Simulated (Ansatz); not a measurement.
System: C₃H₃, charge 0, doublet. C3H3 (SMILES [C]1=CC1, doublet).
B3LYP-D3(BJ)/def2-TZVP minimum from Ansatz (an electronic-structure program):
```xyz
6

C     -0.0052    -0.1070     0.8407
C     -0.0136    -0.6985    -0.5211
C      0.0146     0.5694    -0.6193
H      0.9105    -0.0873     1.4256
H     -0.9230    -0.0470     1.4195
H      0.0376     1.5512    -1.0470
```
Charge 0, spin multiplicity 2.

Quantity: atomisation energy (electronic, to ground-state atoms), in kJ/mol. Radicals and triplets start from unrestricted determinants; spin-orbit coupling is neglected. CBS(X,Y): correlation extrapolated as X^-3, Hartree-Fock from the larger set. A bracket is a step between two methods taken in the basis named. Functionals run without relativity, which enters their misses. Double hybrids freeze cores in their MP2 part. '+ core + X2C': CCSD(T) terms for core correlation (cc-pwCVTZ) and scalar relativity (cc-pVTZ-DK). Where a partner has so few electrons that a lower coupled-cluster level is exact, that level stands in. The UHF reference of C3H3 ([C]1=CC1, doublet) is spin-contaminated (<S^2> up to 0.14 over the pure value in the sets run).

CCSD(T)/CBS(aug-cc-pVTZ,aug-cc-pVQZ) + [CCSDT(Q) - CCSD(T)]/aug-cc-pVDZ + core + X2C (Ansatz) gives 2370.2 kJ/mol.

Q: What does PBE/def2-TZVPD (Ansatz) give here, and how do the other levels compare?

A: PBE gives 2464.7 kJ/mol, 94.5 kJ/mol above it. Differences of the others: r2SCAN/def2-TZVPD (Ansatz) 18.7; PBE0/def2-TZVPD (Ansatz) 32.9; wB97M-V/def2-TZVPD (Ansatz) -0.2; B2PLYP/def2-TZVPD (Ansatz) -25.5; CCSD(T)/CBS(cc-pVTZ,cc-pVQZ) + core + X2C (Ansatz) -3.6 kJ/mol. Nearer than PBE: r2SCAN/def2-TZVPD, PBE0/def2-TZVPD, wB97M-V/def2-TZVPD, B2PLYP/def2-TZVPD, CCSD(T)/CBS(cc-pVTZ,cc-pVQZ) + core + X2C.
